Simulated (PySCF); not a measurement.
Gas-phase reaction: CO + 3 SO2 → COS + 2 SO3

Computed with PySCF and rigid-rotor harmonic-oscillator thermochemistry at 1 bar. 'Table' is the NASA 1993 thermochemical table (part measured, part estimated). † marks an energy on the PBE0/def2-TZVP geometry and frequencies. MP2 freezes the core. All species are closed-shell singlets. B3LYP is the form with VWN-RPA correlation. For this reaction the table lies outside the span of B3LYP, CCSD(T), M06-2X, MP2, PBE0, r2SCAN, ωB97M-V, ωB97X-V in their largest bases here; which side is off was not settled. MP2 isn't extrapolated to the basis-set limit.

Levels: a) LDA/def2-TZVP†; b) MP2/def2-SVP†; c) B3LYP/def2-TZVP†; d) PBE0/def2-QZVP†; e) ωB97X-V/def2-TZVP†.

Order the levels by the distance of their ΔH°(298 K) from the table for this reaction, closest first.

b (+11 kJ), c (-29 kJ), e (-44 kJ), d (-72 kJ), a (-135 kJ)

The table gives 71 kJ. The order holds for this reaction alone, and for the 1993 entries, some of which have been revised since.
